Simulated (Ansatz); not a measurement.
Solid CO2 (dry ice), treated with G0W0@PBEsol (plane waves, hard PAW, contour deformation; Ansatz, a quantum-chemistry and plane-wave program).

The same calculation (at the measured cell, 14.323 Å³/atom) with different numerical settings; throughout: k mesh 2×2×2:

| run | response cutoff (eV) | empty bands | quasiparticle gap on the mesh (eV) | quasiparticle gap at Γ (eV) | rough time |
|---|---|---|---|---|---|
| 1 | 70 | 420 | 10.478 | 10.478 | 100 core-s |
| 2 | 105 | 771 | 10.655 | 10.655 | 4 core-min |
| 3 | 140 | 1188 | 10.778 | 10.778 | 9 core-min |
| 4 | 175 | 1660 | 10.858 | 10.858 | 20 core-min |
| 5 | 210 | 2182 | 10.919 | 10.919 | 30 core-min |
| 6 | 280 | 3359 | 10.992 | 10.992 | 100 core-min |

In the column quasiparticle gap on the mesh (eV) the first row differs from the last by -0.514 and the next to last by -0.073.

The last row is no converged limit: other settings stay fixed.
